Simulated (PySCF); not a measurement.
Compound: BClH3 (charge -1).
InChI=1S/BClH3/c1-2/h1H3/q-1

Method: PBE0-D3(BJ)/def2-SVP geometry optimisation, gas phase (PySCF).

Masses are those of the commonest isotopes; rigid-rotor values at the optimised geometry. 

Problem. Give the principal moments of inertia and the rotational constants in MHz.

Solution. Ia = 4.19, Ib = 43.58, Ic = 43.58 u·Å²; 505379 MHz·u·Å²/I gives A = 120562, B = 11597, C = 11597 MHz.

Problem. Classify the top.

Solution. A prolate symmetric top, as the point group C3v requires two equal moments. Ray's parameter κ = (2B − A − C)/(A − C) = -1.000; −1 is the prolate and +1 the oblate limit.

Problem. Where do the R-branch lines fall?

Solution. The dipole of 3.48 D (about the centre of mass, as the species is charged) lies along the symmetry axis, so ΔK = 0 and J+1 ← J falls at 2B(J+1) for every K: 23.19 GHz, 46.39 GHz, 69.58 GHz, 92.78 GHz, 115.97 GHz for J = 0 to 4.

Problem. Estimate the classical rotational partition function at 200 K and 298.15 K.

Solution. Point group C3v, symmetry number σ = 3; q = (√π/σ)·√((kT/h)³/(ABC)), k/h = 20836.6 MHz/K: 1250 at 200 K, 2270 at 298.15 K.

Stationary, but not proved a minimum. These are rigid-rotor constants of the computed structure; measured ground-state constants (B0) also hold zero-point vibration.

On x86-64 server, one thread, on a shared host, this took 2.9 s of wall time. These figures are those of the optimisation.
